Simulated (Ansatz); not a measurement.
# CH2BN (SMILES BC#N): single points off equilibrium

A test off equilibrium: a structure displaced at random from a GFN2-xTB minimum is computed at several levels, and each is set against CCSD(T).

Program: Ansatz 0.2.0, Gaussian basis. Level of theory: single points in def2-TZVPP. These are calculated values, not measurements.

Cores are frozen in the correlated methods. B3LYP uses VWN-RPA correlation.

### Step 1. Starting geometry

SMILES `BC#N`, 5 atoms, charge 0, spin multiplicity 1.

Atoms are counted from 1 here; the program's logs count them from 0.

Bond lengths: B1–C2 1.547 Å, B1–H4 0.978 Å, B1–H5 1.169 Å, C2–N3 1.154 Å. Angles: C2–B1–H4 114.5°, C2–B1–H5 114.2°, H4–B1–H5 131.2°, B1–C2–N3 177.0°.

As a file:

```xyz
5
CH2BN
B    -0.2428    0.4158   -0.4422
C     0.3232   -0.7290    0.4313
N     0.7977   -1.5516    1.0870
H    -0.6462    0.1220   -1.2835
H    -0.0541    1.4859   -0.0120
```

### Step 2. CCSD(T)/def2-TZVPP

run/in.yaml reads:

```yaml
crystal:
  periodic: [false, false, false]
  atoms:
    - {symbol: B, position_ang: [-0.242800, 0.415800, -0.442200]}
    - {symbol: C, position_ang: [0.323200, -0.729000, 0.431300]}
    - {symbol: N, position_ang: [0.797700, -1.551600, 1.087000]}
    - {symbol: H, position_ang: [-0.646200, 0.122000, -1.283500]}
    - {symbol: H, position_ang: [-0.054100, 1.485900, -0.012000]}
basis:
  gaussian: {orbitals: def2-TZVPP}
correlation: {method: ccsd_t}
output: {forces: true}
```

No record of the launch command was kept for these runs.

### Step 3. PBE0-D4/def2-TZVPP

run/in.yaml, as its differences from that of step 2:

```diff
@@ -10,3 +10,3 @@
   gaussian: {orbitals: def2-TZVPP}
-correlation: {method: ccsd_t}
-output: {forces: true}
+hamiltonian: {xc: pbe0, dispersion: d4}
+output: {forces: true, orbitals: {seedname: orbitals}}
```

### Step 4. wB97M-V/def2-TZVPP

run/in.yaml, as its differences from that of step 3:

```diff
@@ -10,3 +10,3 @@
   gaussian: {orbitals: def2-TZVPP}
-hamiltonian: {xc: pbe0, dispersion: d4}
-output: {forces: true, orbitals: {seedname: orbitals}}
+hamiltonian: {xc: {name: wB97M-V}}
+output: {forces: true}
```

### Step 5. r2SCAN-D4/def2-TZVPP

run/in.yaml, as its differences from that of step 4:

```diff
@@ -10,3 +10,3 @@
   gaussian: {orbitals: def2-TZVPP}
-hamiltonian: {xc: {name: wB97M-V}}
+hamiltonian: {xc: r2scan, dispersion: d4}
 output: {forces: true}
```

### Step 6. PBE-D4/def2-TZVPP

run/in.yaml, as its differences from that of step 5:

```diff
@@ -10,3 +10,3 @@
   gaussian: {orbitals: def2-TZVPP}
-hamiltonian: {xc: r2scan, dispersion: d4}
+hamiltonian: {xc: pbe, dispersion: d4}
 output: {forces: true}
```

### Step 7. B3LYP-D4/def2-TZVPP

run/in.yaml, as its differences from that of step 6:

```diff
@@ -10,3 +10,3 @@
   gaussian: {orbitals: def2-TZVPP}
-hamiltonian: {xc: pbe, dispersion: d4}
+hamiltonian: {xc: {name: B3LYP}, dispersion: d4}
 output: {forces: true}
```

### Step 8. r2SCANh-D4/def2-TZVPP

run/in.yaml, as its differences from that of step 7:

```diff
@@ -10,3 +10,3 @@
   gaussian: {orbitals: def2-TZVPP}
-hamiltonian: {xc: {name: B3LYP}, dispersion: d4}
+hamiltonian: {xc: {name: r2SCANh}, dispersion: d4}
 output: {forces: true}
```

(Steps that only read results are left out.)

What does the calculation give? Wanted: energy less free atoms, CCSD(T)/def2-TZVPP; RMS force component; RMS force error; HOMO and LUMO, PBE0-D4; T1 diagnostic.

The runs gave:

```
                                  quantity                                                                                               value
energy less free atoms, CCSD(T)/def2-TZVPP                                                                                          -19.902 eV
                       RMS force component                                                                3.196 to 3.360 eV/Å over the methods
                           RMS force error  PBE0-D4 0.481, wB97M-V 0.608, r2SCAN-D4 0.286, PBE-D4 0.189, B3LYP-D4 0.456, r2SCANh-D4 0.455 eV/Å
                    HOMO and LUMO, PBE0-D4                                                                                  -9.82 and -3.30 eV
                             T1 diagnostic                                                                                               0.014
```

**Reading.** Against CCSD(T) the functionals' energies less atoms differ by -1.437 to -0.471 eV, PBE-D4 by -1.437 eV. CCSD(T) in triple zeta still lacks some correlation energy of the bonds, so part of these gaps is its own basis error and they don't rank the functionals. For forces PBE-D4 does best and wB97M-V worst. Frozen-core CCSD(T) forces in triple zeta carry basis errors of their own, and this is one geometry, so small gaps rank nothing.
